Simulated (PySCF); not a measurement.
Predicted microwave data (PBE0-D3(BJ)/def2-SVP geometry optimisation, gas phase (PySCF 2.14.0)) for one isomer of C6H8:

```
Rotational constants : A = 7250, B = 3511, C = 2437 MHz
Dipole components    : |μa| = 0.29 D, |μb| = 0.00 D, |μc| = 0.00 D
Inertial defect      : -6.26 u·Å²
κ                    : -0.55
```

Problem. Which structure is it? (One computed conformer of each.)
A. `C=C1CC=CC1`
B. `C1[C@H]2C[C@H]3[C@@H]1[C@@H]23`
C. 1,4-cyclohexadiene (`C1=CCC=CC1`)
D. `[CH:1]#[C:2][C:3](=[CH2:4])[CH2:5][CH3:6]` with C2–C3–C5–C6 -64° (3-methylenepent-1-yne)
E. `C1=C[C@@H]2C[C@@H]2C1`
F. `[CH2:1]=[CH:2]/[CH:3]=[CH:4]/[CH:5]=[CH2:6]` with C1–C2–C3–C4 180°, C3–C4–C5–C6 180° (hexatriene)

Solution. A. It is C=C1CC=CC1, an asymmetric top, point group C2v. The candidates at the same level (rigid rotor, commonest isotopes):

| SMILES | A (MHz) | B (MHz) | C (MHz) | μa (D) | μb (D) | μc (D) | Δ (u·Å²) | point group | rotor |
| --- | --- | --- | --- | --- | --- | --- | --- | --- | --- |
| C1[C@H]2C[C@H]3[C@@H]1[C@@H]23 | 6030 | 5300 | 4209 | 0.00 | 0.15 | 0.25 | -59.08 | Cs | asymmetric top |
| C=C1CC=CC1 | 7250 | 3511 | 2437 | 0.29 | 0.00 | 0.00 | -6.26 | C2v | asymmetric top |
| C=C/C=C/C=C | 26496 | 1335 | 1271 | 0.00 | 0.00 | 0.00 | 0.00 | C2h | near-prolate asymmetric top |
| C1=CCC=CC1 | 5183 | 4906 | 2600 | 0.00 | 0.00 | 0.00 | -6.15 | D2h | asymmetric top |
| C#CC(=C)CC | 4595 | 3022 | 1995 | 0.48 | 0.04 | 0.06 | -23.96 | C1 | asymmetric top |
| C1=C[C@@H]2C[C@@H]2C1 | 6355 | 4530 | 3219 | 0.14 | 0.21 | 0.10 | -34.09 | – | asymmetric top |

`C1=CCC=CC1` has B 40 % too high; `C=C/C=C/C=C` has A 265 % too high; `C1=C[C@@H]2C[C@@H]2C1` has C 32 % too high; `C1[C@H]2C[C@H]3[C@@H]1[C@@H]23` has C 73 % too high; `C#CC(=C)CC` has A 37 % too low. In the right answer the symmetry axis of this C2v structure is a, so μb and μc vanish by symmetry. No structure here is proved a minimum.
